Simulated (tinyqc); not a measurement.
Inside a calculation. Method: RKS/LDA (VWN5) in the sto-3g basis, for H2O, spin multiplicity 1. One step of it, computed by the program tinyqc.

Problem. Iteration 2: building the Kohn-Sham matrix. J_ij = sum D_kl (ij|kl); F = H + J + V_xc; E = tr D H + tr D J / 2 + E_xc + E_nn.

D after iteration 1:
```
,1O 1s,1O 2s,1O 2px,1O 2py,1O 2pz,2H 1s,3H 1s
1O 1s,2.125968,-0.548060,0.000000,0.000000,-0.035081,0.091722,0.091722
1O 2s,-0.548060,2.412977,0.000000,0.000000,0.129357,-0.563412,-0.563412
1O 2px,0.000000,0.000000,2.000000,0.000000,0.000000,0.000000,0.000000
1O 2py,0.000000,0.000000,0.000000,0.047354,0.000000,0.213810,-0.213810
1O 2pz,-0.035081,0.129357,0.000000,0.000000,0.029666,0.111513,0.111513
2H 1s,0.091722,-0.563412,0.000000,0.213810,0.111513,1.980456,0.049704
3H 1s,0.091722,-0.563412,0.000000,-0.213810,0.111513,0.049704,1.980456
```

core Hamiltonian H = T + V (hartree):
```
,1O 1s,1O 2s,1O 2px,1O 2py,1O 2pz,2H 1s,3H 1s
1O 1s,-32.387501,-7.533884,0.000000,0.000000,-0.008553,-0.658389,-0.658389
1O 2s,-7.533884,-9.015505,0.000000,0.000000,-0.107336,-1.747998,-1.747998
1O 2px,0.000000,0.000000,-7.188795,0.000000,0.000000,0.000000,0.000000
1O 2py,0.000000,0.000000,0.000000,-7.257006,0.000000,-1.145748,1.145748
1O 2pz,-0.008553,-0.107336,0.000000,0.000000,-7.220740,-0.802451,-0.802451
2H 1s,-0.658389,-1.747998,0.000000,-1.145748,-0.802451,-3.767906,-0.406380
3H 1s,-0.658389,-1.747998,0.000000,1.145748,-0.802451,-0.406380,-3.767906
```

Two-electron integrals (ij|kl) in chemists' order, unique and non-zero (hartree):
```
i,j,k,l,(ij|kl)
1,1,1,1,4.785065
2,1,1,1,0.741380
2,1,2,1,0.136873
2,2,1,1,1.118947
2,2,2,1,0.256633
2,2,2,2,0.817206
3,1,3,1,0.024477
3,2,3,1,0.037809
3,2,3,2,0.180518
3,3,1,1,1.115814
3,3,2,1,0.256684
3,3,2,2,0.817023
3,3,3,3,0.880159
4,1,4,1,0.024477
4,2,4,1,0.037809
4,2,4,2,0.180518
4,3,4,3,0.047444
4,4,1,1,1.115814
4,4,2,1,0.256684
4,4,2,2,0.817023
4,4,3,3,0.785270
4,4,4,4,0.880159
5,1,5,1,0.024477
5,2,5,1,0.037809
5,2,5,2,0.180518
5,3,5,3,0.047444
5,4,5,4,0.047444
5,5,1,1,1.115814
5,5,2,1,0.256684
5,5,2,2,0.817023
5,5,3,3,0.785270
5,5,4,4,0.785270
5,5,5,5,0.880159
6,1,1,1,0.064873
6,1,2,1,0.011890
6,1,2,2,0.022204
6,1,3,3,0.022165
6,1,4,1,0.000422
6,1,4,2,0.000803
6,1,4,4,0.022247
6,1,5,1,0.000289
6,1,5,2,0.000549
6,1,5,4,0.000056
6,1,5,5,0.022203
6,1,6,1,0.001045
6,2,1,1,0.188173
6,2,2,1,0.043834
6,2,2,2,0.158582
6,2,3,3,0.155744
6,2,4,1,0.002670
6,2,4,2,0.022155
6,2,4,4,0.161433
6,2,5,1,0.001827
6,2,5,2,0.015162
6,2,5,4,0.003893
6,2,5,5,0.158409
6,2,6,1,0.003887
6,2,6,2,0.041203
6,3,3,1,0.004196
6,3,3,2,0.025820
6,3,4,3,0.004371
6,3,5,3,0.002991
6,3,6,3,0.005344
6,4,1,1,0.123104
6,4,2,1,0.029010
6,4,2,2,0.112188
6,4,3,3,0.107393
6,4,4,1,0.005700
6,4,4,2,0.040200
6,4,4,4,0.119888
6,4,5,1,0.001030
6,4,5,2,0.009841
6,4,5,4,0.005560
6,4,5,5,0.109151
6,4,6,1,0.002660
6,4,6,2,0.035534
6,4,6,4,0.035684
6,5,1,1,0.084246
6,5,2,1,0.019853
6,5,2,2,0.076776
6,5,3,3,0.073495
6,5,4,1,0.001030
6,5,4,2,0.009841
6,5,4,4,0.076063
6,5,5,1,0.004900
6,5,5,2,0.032554
6,5,5,4,0.006129
6,5,5,5,0.080680
6,5,6,1,0.001821
6,5,6,2,0.024318
6,5,6,4,0.020763
6,5,6,5,0.019553
6,6,1,1,0.383320
6,6,2,1,0.090668
6,6,2,2,0.378207
6,6,3,3,0.365417
6,6,4,1,0.005925
6,6,4,2,0.070114
6,6,4,4,0.391305
6,6,5,1,0.004055
6,6,5,2,0.047982
6,6,5,4,0.017716
6,6,5,5,0.377541
6,6,6,1,0.008064
6,6,6,2,0.135137
6,6,6,4,0.133642
6,6,6,5,0.091458
6,6,6,6,0.774606
7,1,1,1,0.064873
7,1,2,1,0.011890
7,1,2,2,0.022204
7,1,3,3,0.022165
7,1,4,1,-0.000422
7,1,4,2,-0.000803
7,1,4,4,0.022247
7,1,5,1,0.000289
7,1,5,2,0.000549
7,1,5,4,-0.000056
7,1,5,5,0.022203
7,1,6,1,0.001029
7,1,6,2,0.003761
7,1,6,4,0.002402
7,1,6,5,0.001766
7,1,6,6,0.007776
7,1,7,1,0.001045
7,2,1,1,0.188173
7,2,2,1,0.043834
7,2,2,2,0.158582
7,2,3,3,0.155744
7,2,4,1,-0.002670
7,2,4,2,-0.022155
7,2,4,4,0.161433
7,2,5,1,0.001827
7,2,5,2,0.015162
7,2,5,4,-0.003893
7,2,5,5,0.158409
7,2,6,1,0.003761
7,2,6,2,0.031076
7,2,6,4,0.019036
7,2,6,5,0.017763
7,2,6,6,0.079461
7,2,7,1,0.003887
7,2,7,2,0.041203
7,3,3,1,0.004196
7,3,3,2,0.025820
7,3,4,3,-0.004371
7,3,5,3,0.002991
7,3,6,3,0.003833
7,3,7,3,0.005344
7,4,1,1,-0.123104
7,4,2,1,-0.029010
7,4,2,2,-0.112188
7,4,3,3,-0.107393
7,4,4,1,0.005700
7,4,4,2,0.040200
7,4,4,4,-0.119888
7,4,5,1,-0.001030
7,4,5,2,-0.009841
7,4,5,4,0.005560
7,4,5,5,-0.109151
7,4,6,1,-0.002402
7,4,6,2,-0.019036
7,4,6,4,-0.008253
7,4,6,5,-0.010729
7,4,6,6,-0.047094
7,4,7,1,-0.002660
7,4,7,2,-0.035534
7,4,7,4,0.035684
7,5,1,1,0.084246
7,5,2,1,0.019853
7,5,2,2,0.076776
7,5,3,3,0.073495
7,5,4,1,-0.001030
7,5,4,2,-0.009841
7,5,4,4,0.076063
7,5,5,1,0.004900
7,5,5,2,0.032554
7,5,5,4,-0.006129
7,5,5,5,0.080680
7,5,6,1,0.001766
7,5,6,2,0.017763
7,5,6,4,0.010729
7,5,6,5,0.013831
7,5,6,6,0.048997
7,5,7,1,0.001821
7,5,7,2,0.024318
7,5,7,4,-0.020763
7,5,7,5,0.019553
7,6,1,1,0.039670
7,6,2,1,0.009330
7,6,2,2,0.036847
7,6,3,3,0.036036
7,6,4,4,0.036766
7,6,5,1,0.000606
7,6,5,2,0.006104
7,6,5,5,0.037701
7,6,6,1,0.000818
7,6,6,2,0.009476
7,6,6,4,0.007222
7,6,6,5,0.006343
7,6,6,6,0.033408
7,6,7,1,0.000818
7,6,7,2,0.009476
7,6,7,4,-0.007222
7,6,7,5,0.006343
7,6,7,6,0.002892
7,7,1,1,0.383320
7,7,2,1,0.090668
7,7,2,2,0.378207
7,7,3,3,0.365417
7,7,4,1,-0.005925
7,7,4,2,-0.070114
7,7,4,4,0.391305
7,7,5,1,0.004055
7,7,5,2,0.047982
7,7,5,4,-0.017716
7,7,5,5,0.377541
7,7,6,1,0.007776
7,7,6,2,0.079461
7,7,6,4,0.047094
7,7,6,5,0.048997
7,7,6,6,0.233652
7,7,7,1,0.008064
7,7,7,2,0.135137
7,7,7,4,-0.133642
7,7,7,5,0.091458
7,7,7,6,0.033408
7,7,7,7,0.774606
```

nuclear repulsion = 6.41191395 hartree

V_xc (hartree):
```
,1O 1s,1O 2s,1O 2px,1O 2py,1O 2pz,2H 1s,3H 1s
1O 1s,-2.800862,-0.394999,0.000000,0.000000,-0.001744,-0.034829,-0.034829
1O 2s,-0.394999,-0.700714,0.000000,0.000000,-0.025614,-0.137972,-0.137972
1O 2px,0.000000,0.000000,-0.762669,0.000000,0.000000,0.000000,0.000000
1O 2py,0.000000,0.000000,0.000000,-0.674914,0.000000,-0.101882,0.101882
1O 2pz,-0.001744,-0.025614,0.000000,0.000000,-0.663428,-0.073467,-0.073467
2H 1s,-0.034829,-0.137972,0.000000,-0.101882,-0.073467,-0.516233,-0.032687
3H 1s,-0.034829,-0.137972,0.000000,0.101882,-0.073467,-0.032687,-0.516233
```

E_xc = sum of w rho eps_xc = -8.09985105 hartree

Give: Coulomb J; Kohn-Sham matrix F; total energy of this density.

Solution.

Coulomb J (hartree):
```
,1O 1s,1O 2s,1O 2px,1O 2py,1O 2pz,2H 1s,3H 1s
1O 1s,15.6426,2.8778,0.0000,0.0000,0.0232,0.2508,0.2508
1O 2s,2.8778,7.0491,0.0000,0.0000,0.2237,1.4409,1.4409
1O 2px,0.0000,0.0000,7.1158,0.0000,0.0000,0.0000,0.0000
1O 2py,0.0000,0.0000,0.0000,7.0322,0.0000,1.0507,-1.0507
1O 2pz,0.0232,0.2237,0.0000,0.0000,6.9758,0.7566,0.7566
2H 1s,0.2508,1.4409,0.0000,1.0507,0.7566,4.2707,0.3601
3H 1s,0.2508,1.4409,0.0000,-1.0507,0.7566,0.3601,4.2707
```

Kohn-Sham matrix F (hartree):
```
,1O 1s,1O 2s,1O 2px,1O 2py,1O 2pz,2H 1s,3H 1s
1O 1s,-19.5457,-5.0511,0.0000,0.0000,0.0129,-0.4424,-0.4424
1O 2s,-5.0511,-2.6671,0.0000,0.0000,0.0907,-0.4451,-0.4451
1O 2px,0.0000,0.0000,-0.8356,0.0000,0.0000,0.0000,0.0000
1O 2py,0.0000,0.0000,0.0000,-0.8997,0.0000,-0.1969,0.1969
1O 2pz,0.0129,0.0907,0.0000,0.0000,-0.9084,-0.1193,-0.1193
2H 1s,-0.4424,-0.4451,0.0000,-0.1969,-0.1193,-0.0135,-0.0790
3H 1s,-0.4424,-0.4451,0.0000,0.1969,-0.1193,-0.0790,-0.0135
```

total energy of this density = -73.120862 hartree
